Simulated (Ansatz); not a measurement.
Input file:

```yaml
crystal:
  periodic: [false, false, false]
  atoms:
    - {symbol: Ge, position_ang: [0.000000, -0.020787, 0.000000]}
    - {symbol: H, position_ang: [0.000000, 0.749032, -1.334401]}
    - {symbol: H, position_ang: [0.000000, 0.749032, 1.334401]}
basis:
  gaussian: {orbitals: cc-pVDZ}
magnetization: {spin_polarized: false}
correlation: {method: CCSDT(Q), electrons: valence}
```

```sh
$ ansatz run in.yaml --threads 1 --pin off --events-out ev --progress --plain --max-ram 2393MiB
```

(1) One thing in this input was set wrong on purpose, beside settings that are merely unusual. What is the gravest fault, and what does the program do?

Results:

(1) A method name that the input doesn't accept. How the run ends: refused.
```
Error: YAML parse error: error: line 10 column 23: unknown variant `CCSDT(Q)`, expected one of mp2, rpa, ccsd, ccsd_t, bccd, bccd_t, ccsdt, ccsdt_q, ccsdt_q_b, ccsdtq, fci, sc_nevpt2, fic_nevpt4_sd, fic_mrcisd_q, fic_mrcisd_q_relaxed
  --> <input>:10:23
   |
 8 |   gaussian: {orbitals: cc-pVDZ}
 9 | magnetization: {spin_polarized: false}
10 | correlation: {method: CCSDT(Q), electrons: valence}
   |                       ^ unknown variant `CCSDT(Q)`, expected one of mp2, rpa, ccsd, ccsd_t, bccd, bccd_t, ccsdt, ccsdt_q, ccsdt_q_b, ccsdtq, fci, sc_nevpt2, fic_nevpt4_sd, fic_mrcisd_q, fic_mrcisd_q_relaxed
```
